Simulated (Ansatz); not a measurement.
A made-up structure of Al$_{2}$NH$_{4}$, doublet:

```xyz
7
angstrom
Al -1.7862 0.2009 -0.5989
N -0.0871 -0.2971 -0.3085
Al 1.0927 0.3951 0.8377
H -2.6137 -0.6195 -1.7070
H 0.2374 -1.0749 -0.8744
H -0.4619 -0.3008 0.6402
H 2.5534 -0.2143 0.9223
```

It is relaxed with PBE-D4/def2-SVP and then PBE0-D4/def2-TZVP (Ansatz 0.2.0). Atoms count as bonded within 1.22 times the sum of their covalent radii (H–H: 0.88 Å). The end point is not checked to be a true minimum.

Problem. Does its bonding change? (A judgement: the text doesn't fix the answer.)

Solution. Computed: Yes. Formed: Al1–Al3; broken: Al3–H6.

Where it ends: The first stage lowers the energy by 2.96 eV in 21 steps. It ends as Al₂NH₄ ([NH2]1[AlH][AlH]1):
```
atom    x (Å)    y (Å)    z (Å)
 Al1  -0.9904   0.4126  -1.1996
  N2  -0.2068  -0.9315   0.0653
 Al3   0.8294   0.7675   0.3097
  H4  -2.5588   0.2734  -1.4430
  H5   0.2692  -1.7400  -0.3228
  H6  -0.7779  -1.2641   0.8360
  H7   2.3700   0.5716   0.6660
```

Labels in which every atom is bracketed show which atoms are joined, not bond orders.

For scale, one of the runs: PBE0-D4/def2-TZVP relaxation, 129 basis functions, launched by `ansatz run in.yaml --threads 2 --pin off --events-out ev --progress --plain --max-ram 4352MiB`. Hardware: 2 CPU threads of an Arm Neoverse V1, shared host. Wall time about 21 s.
